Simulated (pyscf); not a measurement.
A first-order saddle from PySCF, ωB97X-D3(BJ)/def2-SVP:

```xyz
10

Ge     0.6889    -0.2327    -1.0645
H     -0.5109    -0.3425    -2.0272
H      1.4994     1.0307    -1.4186
H      1.5932    -1.4841    -1.2278
C     -0.6575     0.8129     1.0277
C     -1.2046     1.8836     0.4062
H     -1.2214    -0.1161     1.1582
H      0.2675     0.9046     1.6057
H     -0.6768     2.8406     0.3478
H     -2.1719     1.8157    -0.1016
```
Charge 0, spin multiplicity 2.

Surface: doublet, charge 0. Lowest wavenumbers (cm⁻¹): 208i, 89, 131, 241, 314.

### Question
Name the species on either side of this saddle.

### Answer
GeH₃• (SMILES [GeH3]) + H₂C=CH₂ (SMILES C=C) <-> •H₂C–CH₂–GeH₃ (SMILES [CH2][CH2][GeH3]), an addition read from left to right: none broken and C–Ge formed. At ωB97M-D3(BJ)/def2-TZVP it lies +0.08 eV from the left side and +0.65 eV from the right (each side as separated species at their lowest minima found). •H₂C–CH₂–GeH₃ lies 1.08 eV over its isomer H₃C–GeH•–CH₃ (electronic energy, ωB97M-D3(BJ)/def2-TZVP). One saddle was located; it need not be the lowest between these sides. Elements up to Kr have no core potential and no relativistic terms here.
